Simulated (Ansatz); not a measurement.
Several settings on one geometry of LiAl₂⁻ (the lowest singlet isomer of a short search) (that of the charge -1 singlet, PBE0-D4/def2-TZVPD). Ansatz on 2 threads of Arm Neoverse V2 on a shared host; times are rough.

```xyz
3

Li   -0.9198    0.4741   -1.2440
Al    0.6221    0.9147    0.9411
Al    0.2978   -1.3889    0.3030
```

Totals from different functionals, basis sets or treatments of relativity can't be compared as stabilities.

DK, ANO-RCC and x2c sets are all-electron and run with scalar relativity unless a key says otherwise.

At PBE0-D4/def2-TZVPD a triplet lies 0.45 eV below the restricted singlet of charge -1, at its own geometry.

The spins typed aren't always the lowest for that charge.

Task: Give the basis size and estimate the energy, ⟨S²⟩ and time of these runs.

| run | method | charge | state | further keys |
| --- | --- | --- | --- | --- |
| 1 | RKS rPW86-PBE/def2-mTZVPP | -1 | singlet | forces asked |
| 2 | UKS CAM-B3LYP-D3(BJ)-ATM/ANO-RCC-VTZP | -1 | triplet | fitting: {mean_field: def2-universal-jkfit}; forces asked |
| 3 | RKS B3LYP5/cc-pVTZ-DK | -1 | singlet | – |
| 4 | RKS B97M-V/ANO-RCC-VTZP | -1 | singlet | fitting: {mean_field: def2-universal-jkfit}; scf: {omitted_lower_state_checks: [starts]}; forces asked |

Result: 
```csv
run,functions,energy (Eh),⟨S²⟩,wall time
1,55,-492.9223,–,2.9 s
2,98,-493.2348,2.02,5 s
3,98,-493.1727,–,3.1 s
4,98,-493.1400,–,6 s
```

The highest occupied level of an anion often lies above zero with these methods, and sets without diffuse functions describe the outer electron poorly. The restricted singlet is unstable towards broken spin symmetry at other levels; at RKS rPW86-PBE/def2-mTZVPP, RKS B3LYP5/cc-pVTZ-DK, RKS B97M-V/ANO-RCC-VTZP this wasn't settled.
